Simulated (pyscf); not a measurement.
Structures and frequencies: ωB97X-D3(BJ)/def2-SVP in PySCF.

**Question.** H₂B–OH + water (H₂O) → HO–BH–OH + hydrogen (H₂)
Surface: singlet. Broken: B–H, H–O. Formed: B–O, H–H. Give ΔE‡ and ΔE from ωB97M-D3(BJ)/def2-TZVP, relative to the separated reactants.

**Answer.** ΔE‡ = 21.5 kcal/mol, ΔE = -29.9 kcal/mol. Zero-point energy shifts the barrier by +0.1 kcal/mol. It is a four-centre exchange, with an imaginary mode of 1442i cm⁻¹. At the saddle there is also a short B–H contact that neither side keeps. The same reactants have a lower exit, to H₂B–OH + H₂O (barrier +10.2 kcal/mol at ωB97M-D3(BJ)/def2-TZVP, against +21.5 kcal/mol here). This is the saddle that the search found; another between the same sides may lie lower.
